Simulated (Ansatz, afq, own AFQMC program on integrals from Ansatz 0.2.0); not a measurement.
# Where AFQMC and coupled cluster stand for BO, quartet

```yaml
atoms:
  - { symbol: B, position_ang: [0.0000, 0.0000, 0.0000] }
  - { symbol: O, position_ang: [0.0000, 0.0000, 1.5320] }
```

Basis 6-31G. Noble-gas cores (and the filled d shells of Ga–Kr and In–Xe) are frozen. AFQMC by an in-house program on the Cholesky factors that Ansatz 0.2.0 writes for its CCSD(T) run. The CISD trial takes its coefficients from CCSD amplitudes. Released means that phaseless walkers are propagated on without the constraint, phases kept. Error bars are statistical, one sigma.

Determinant: UHF, the one that the program's search chose, which needn't be the lowest solution. The geometry is a point of a scan.

Full CI on the same integrals is exact in this basis and with this determinant's frozen core.

Cautions: lower spins were not checked; CCSD(T) is in doubt: in a space of 9 electrons in 9 natural orbitals full CI lies 85 meV below it; the CCSDT(Q) amplitudes may be one of several solutions (largest double 0.85); the CCSDTQ amplitudes may be one of several solutions (largest double 0.90); the released energy hasn't reached full CI (220 meV above it at 2.40 1/Eh), so no released level is given (meV from the phaseless value at times in 1/Eh: -4 ± 5 at 0.24, -7 ± 4 at 0.51, -2 ± 3 at 0.99, -4 ± 5 at 1.62, -2 ± 5 at 2.40); the determinant fills πx and πy unequally, so it mixes two states of the linear molecule, and each level undoes that mixture to a different degree, while full CI gives the lower state.

* T1 diagnostic: 0.0285
* weight of the determinant in the CISD state: 0.895
* ⟨S²⟩ of the determinant: 3.754
* size of the correlated space: 9 electrons in 16 orbitals

```json
{"level": "MP2", "correlation energy (eV)": "-2.9248"}
{"level": "CCSD", "correlation energy (eV)": "-3.3564"}
{"level": "CCSD(T)", "correlation energy (eV)": "-3.4981"}
```

(1) Estimate where phaseless AFQMC with a CISD trial lies against CCSD(T) on the same integrals.

(1) 27.0 ± 4.8 meV below CCSD(T).

Reference: full CI, correlation energy -3.748 eV. The cautions show a poor starting determinant, so the rows tell how each method copes with it here, and full CI is the sure value.

```
        level  E − E(reference) (meV)  share of correlation (%)
      CCSD(T)                   249.5                     93.34
        CCSDT                    26.8                     99.28
     CCSDT(Q)                   -11.6                    100.31
       CCSDTQ                     2.6                     99.93
  ph-AFQMC/HF            323.4 ± 22.9                     91.37
ph-AFQMC/CISD             222.4 ± 4.8                     94.06
```

CCSDT and higher add their correlation energy to the determinant of the CCSD(T) run, since their own runs factorise the integrals more tightly (a shift of under 2 meV).
